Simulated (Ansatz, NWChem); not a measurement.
**Exact exchange and the HOMO–LUMO gap of CH4O (methanol)**

CH4O has 6 atoms, charge 0, and is taken as a singlet. SMILES: `CO`. Geometry: relaxed at PBE0-D4/def2-TZVP.

The HOMO–LUMO gap y, in eV, basis def2-TZVP; a is the functional's share of exact exchange. Programs: Ansatz 0.2.0, NWChem 7.3.0.

| functional | program | a | y (eV) |
| --- | --- | --- | --- |
| PBE | Ansatz | 0 | 6.38 |
| TPSS | NWChem | 0 | 6.77 |
| B3LYP | Ansatz | 0.2 | 8.34 |
| r2SCAN0 | Ansatz | 0.25 | 9.84 |
| PBE0 | Ansatz | 0.25 | ? |
| BHLYP | Ansatz | 0.5 | 11.28 |

Fit y = c + s·a to the known rows and predict PBE0.


1. Means of the 5 rows: a = 0.1900, y = 8.522.
2. Σ(Δa)² = 0.172, Σ(Δa·Δy) = 1.6721, so the slope is 1.6721/0.172 = 9.7215.
3. Intercept: 8.522 − (9.7215) × 0.1900 = 6.675. The largest residual of the fit is 0.73.
4. PBE0: 6.675 + (9.7215) × 0.25 = 9.11 eV.

The run gave 8.99 eV, so the prediction is off by +0.12 eV, within the scatter of the fit. Exact exchange lowers occupied levels and raises empty ones.
